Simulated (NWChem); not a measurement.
System: SiH$_{2}$, triplet; SMILES [SiH2]

NWChem printed, in part:

```
             Northwest Computational Chemistry Package (NWChem) 7.3.0
             --------------------------------------------------------

 C2V symmetry detected

                             Geometry "geometry" -> ""
                             -------------------------

 Output coordinates in angstroms (scale by  1.889725989 to convert to a.u.)

  No.       Tag          Charge          X              Y              Z
 ---- ---------------- ---------- -------------- -------------- --------------
    1 Si                  14.0000     0.00000000     0.00000000     0.09470338
    2 H                    1.0000     1.28730700     0.00000000    -0.66292363
    3 H                    1.0000    -1.28730700     0.00000000    -0.66292363

 Effective nuclear repulsion energy (a.u.)      10.1251336658

      Symmetry information
      --------------------

 Group name             C2v
 Group number             16
 Group order               4
 No. of unique centers     2

                                Z-matrix (autoz)
                                --------

 Units are Angstrom for bonds and degrees for angles

      Type          Name      I     J     K     L     M      Value
      ----------- --------  ----- ----- ----- ----- ----- ----------
    1 Stretch                  1     2                       1.49371
    2 Stretch                  1     3                       1.49371
    3 Bend                     2     1     3               119.04328

  xc_inp: hfexch multiplicative factor not found.

                           NWChem Geometry Optimization
                           ----------------------------

 maximum gradient threshold         (gmax) =   0.000450
 rms gradient threshold             (grms) =   0.000300
 maximum cartesian step threshold   (xmax) =   0.001800
 rms cartesian step threshold       (xrms) =   0.001200
 fixed trust radius                (trust) =   0.300000
 source of zmatrix                         =   autoz

          -------------------
          Energy Minimization
          -------------------

 Using diagonal initial Hessian
 Scaling for Hessian diagonals: bonds = 1.00  angles = 0.25  torsions = 0.10

          --------
          Step   0

                                 NWChem DFT Module
                                 -----------------

[...]

      ----------------------
      Optimization converged
      ----------------------

  Step       Energy      Delta E   Gmax     Grms     Xrms     Xmax
  ---- ---------------- -------- -------- -------- -------- --------
@    2    -288.48089781 -3.0D-07  0.00006  0.00004  0.00069  0.00113
                                     ok       ok       ok       ok

                                Z-matrix (autoz)
                                --------

 Units are Angstrom for bonds and degrees for angles

      Type          Name      I     J     K     L     M      Value     Gradient
      ----------- --------  ----- ----- ----- ----- ----- ---------- ----------
    1 Stretch                  1     2                       1.48254    0.00003
    2 Stretch                  1     3                       1.48254    0.00003
    3 Bend                     2     1     3               118.63376   -0.00006

                         Geometry "geometry" -> "geometry"
                         ---------------------------------

 Output coordinates in angstroms (scale by  1.889725989 to convert to a.u.)

  No.       Tag          Charge          X              Y              Z
 ---- ---------------- ---------- -------------- -------------- --------------
    1 Si                  14.0000     0.00000000     0.00000000     0.09396862
    2 H                    1.0000     1.27498866     0.00000000    -0.66255625
    3 H                    1.0000    -1.27498866     0.00000000    -0.66255625

 Effective nuclear repulsion energy (a.u.)      10.2018288899

      Symmetry information
      --------------------

 Group name             C2v
 Group number             16
 Group order               4
 No. of unique centers     2

[...]

 Rotational Constants
 --------------------
 A=  15.665791 cm-1  ( 22.539075 K)
 B=   5.144845 cm-1  (  7.402119 K)
 C=   3.872927 cm-1  (  5.572153 K)

 Temperature                      =   298.15K
 frequency scaling parameter      =   1.0000

 Zero-Point correction to Energy  =    7.890 kcal/mol  (  0.012574 au)
 Thermal correction to Energy     =    9.698 kcal/mol  (  0.015455 au)
 Thermal correction to Enthalpy   =   10.291 kcal/mol  (  0.016399 au)

 Total Entropy                    =   49.170 cal/mol-K
   - Translational                =   36.112 cal/mol-K (mol. weight =  29.9926)
   - Rotational                   =   12.927 cal/mol-K (symmetry #  =        2)
   - Vibrational                  =    0.130 cal/mol-K

 Cv (constant volume heat capacity) =    6.440 cal/mol-K
   - Translational                  =    2.979 cal/mol-K
   - Rotational                     =    2.979 cal/mol-K
   - Vibrational                    =    0.481 cal/mol-K

[normal modes left out]

 ----------------------------------------------------------------------------
 Normal Eigenvalue ||           Projected Infra Red Intensities
  Mode   [cm**-1]  || [atomic units] [(debye/angs)**2] [(KM/mol)] [arbitrary]
 ------ ---------- || -------------- ----------------- ---------- -----------
    1       -0.000 ||    0.001508           0.035         1.470       0.414
    2        0.000 ||    0.000436           0.010         0.425       0.120
    3        0.000 ||    0.003023           0.070         2.947       0.830
    4        0.000 ||    0.003023           0.070         2.947       0.830
    5        0.000 ||    0.000095           0.002         0.093       0.026
    6        0.000 ||    0.000000           0.000         0.000       0.000
    7      919.565 ||    0.145465           3.356       141.806      39.949
    8     2279.206 ||    0.031373           0.724        30.584       8.616
    9     2323.096 ||    0.142789           3.294       139.198      39.214
 ----------------------------------------------------------------------------
```

Level: UHF/3-21G. In the optimisation the excess spin sits in a1 and b2 (C2v, its own frame). No stability test was run on the SCF state.

**Question.** Which NWChem input produces such a log?

**Answer.** One answer among several that fit: the input that was run:
```
start job
memory heap 200 mb stack 900 mb global 1100 mb
geometry units angstroms
  Si     0.000000     0.000000     0.134441
  H      1.287307     0.000000    -0.623186
  H     -1.287307     0.000000    -0.623186
end
basis spherical
  Si library 3-21g
  H library 3-21g
end
dft
  odft
  mult 3
  xc hfexch
  iterations 150
end
driver
  maxiter 120
end
task dft optimize
task dft freq
```
